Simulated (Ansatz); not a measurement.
Relaxation of AlH₄NO (7 atoms, charge 0, multiplicity 1), to a largest force component of 0.03 eV/Å in at most 50 steps.

The calculation used RKS B3LYP-D4/def2-SVP in Ansatz 0.2.0.

```xyz
7
Properties=species:S:1:pos:R:3
Al 0.069 -0.199 0.080
H 0.550 -0.554 1.504
O 1.735 -0.076 -0.381
H 2.275 -0.326 0.379
N -1.426 0.025 -0.824
H -2.349 -0.216 -0.472
H -1.494 0.394 -1.769
```

**Question.** Where does it end, and by what steps?

**Answer.** The run converged. After 6 steps the energy has fallen by 0.704 eV; H2 moved furthest, 0.66 Å.

```
step  energy less start (eV)  largest force component (eV/Å)  accepted
   0                  0.0000                           1.457       yes
   1                 -0.3757                           0.906       yes
   2                 -0.5661                           0.379       yes
   3                 -0.6343                           0.486       yes
   4                 -0.7007                           0.372       yes
   5                 -0.7012                           0.411       yes
   6                 -0.7038                           0.017       yes
```

```xyz
7
Properties=species:S:1:pos:R:3
Al 0.121 -0.267 0.252
H -0.038 -0.700 1.760
O 1.641 -0.036 -0.494
H 2.496 -0.143 -0.070
N -1.307 0.004 -0.756
H -2.267 -0.095 -0.443
H -1.285 0.285 -1.732
```

Whether the end is a true minimum wasn't checked by a vibrational analysis.

The run took 15 s on 1 thread of Arm Neoverse V1, with other jobs on the host, peak memory 0.13 GiB.
